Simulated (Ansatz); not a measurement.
`[Si-]#[S+]`, relaxed with RKS PBE0-D4/def2-TZVP in Ansatz from a PBE-D4/def2-SVP geometry. The force threshold is 0.005 eV/Å; the program also tests the step.

Total charge 0; spin multiplicity 1.

Start:

```xyz
2

Si    0.078   -0.721   -0.661
S    -0.078    0.721    0.661
```

Problem. How much energy does the relaxation release, and in how many steps? (An estimate is asked.)

Solution. The calculation gave: 1.52 kJ/mol, in 2 steps.

Problem. Which bonds change most? (An estimate is asked.)

Solution. The calculation gave: Si1–S2 from 1.962 to 1.930 Å.

Problem. Give the relaxed structure. (An estimate is asked.)

Solution. Computed: 
```xyz
2

Si    0.076   -0.709   -0.650
S    -0.076    0.709    0.650
```
